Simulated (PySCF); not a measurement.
## Spin-Hamiltonian simulation

Molecule: SMILES C(=C\C=N/[H])/F, C$_{3}$H$_{4}$FN.

Cartesian coordinates in Å; atom numbers follow the order of the lines, from 1:
```xyz
9

N    -2.143    0.119   -0.222
C    -0.981   -0.399   -0.242
C     0.280    0.247    0.112
C     1.442   -0.409    0.041
F     2.597    0.152    0.354
H    -2.090    1.096    0.088
H    -0.904   -1.454   -0.560
H     0.275    1.291    0.441
H     1.544   -1.452   -0.277
```

Gas phase, single conformer, non-relativistic Hamiltonian. PBE0-D3(BJ)/def2-SVP structure; J couplings at B3LYP/pcJ-1; PBE0/pcSseg-1 with gauge-including orbitals; PySCF 2.14.0 with density-fitted response routines.

Referencing at the same level of theory: TMS for 1H (31.27 ppm).

Shifts (ppm): F5 -102.8, H7 7.74, H8 5.70, H9 7.06.
Couplings (Hz): F5–H7: -1.2; F5–H8: 13.3; F5–H9: 85.3; H7–H8: 10.1; H7–H9: -0.4; H8–H9: 12.5.

The 4-spin Hamiltonian (Zeeman plus full scalar coupling among like nuclei) was diagonalised exactly; lines are Lorentzian, 0.4 Hz wide, and the maxima above 3 % are listed with the tallest set to 100.

Task: Give the 1H peak list of this spin system at 200 MHz.

Result: 
Hz from δ = 0 (height): 1553.9 (93), 1553.6 (96), 1552.7 (96), 1552.4 (94), 1543.8 (97), 1543.5 (100), 1542.6 (100), 1542.2 (97), 1461.2 (88), 1460.9 (87), 1448.7 (97), 1448.4 (96), 1376.0 (87), 1375.6 (86), 1363.5 (98), 1363.1 (98), 1157.8 (81), 1147.7 (77), 1145.2 (79), 1144.4 (85), 1135.2 (75), 1134.3 (81), 1131.9 (74), 1121.8 (69)

Task: And at 500 MHz?

Result: 
Hz from δ = 0 (height): 3875.9 (95), 3875.5 (98), 3874.7 (98), 3874.3 (95), 3865.8 (97), 3865.4 (100), 3864.6 (100), 3864.2 (97), 3579.2 (91), 3578.8 (90), 3566.7 (94), 3566.3 (93), 3493.9 (91), 3493.5 (90), 3481.4 (94), 3481.0 (94), 2867.9 (79), 2857.8 (77), 2855.4 (80), 2854.6 (83), 2845.3 (78), 2844.5 (82), 2842.1 (77), 2832.0 (74)

Task: Among coupled protons with different shifts, which pair is furthest from first order, and how does the field change that?

Result: H8 and H9: Δν/J is about 21.8 at 200 MHz (close to first order) and 54.4 at 500 MHz (close to first order). J in Hz doesn't depend on the field, while Δν in Hz grows in proportion to it.

The OH or NH signal is concentration- and solvent-dependent in practice; the value given is the gas-phase one. Unscaled 3J(H,H) at this level run about 10 % above measured values.
